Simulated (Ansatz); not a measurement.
For rutile MnO2, PBE+U (Ansatz, a program for electronic structure, PAW) gives:

| Quantity | Value |
|---|---|
| volume per atom | 9.63 Å³/atom |
| magnetic moment | 2.64 μB |

What does r²SCAN (Ansatz, plane waves, PAW) give for the same quantities?


- equilibrium volume per atom: 9.16 Å³/atom (drops by 4.9 %)
- magnetic moment: 2.40 μB (shrinks by 0.24 μB)

Changes are worked out from the printed values.

Unless a cell is named, each level is at its own relaxed cell (PBE+U 9.63, r²SCAN 9.16 Å³/atom).

Spin-polarised runs: PBE+U (opposed moments), r²SCAN (opposed moments).

Ansatz's density-functional and Hartree–Fock values are scalar-relativistic unless marked +SOC, with PAW data made under PBE.
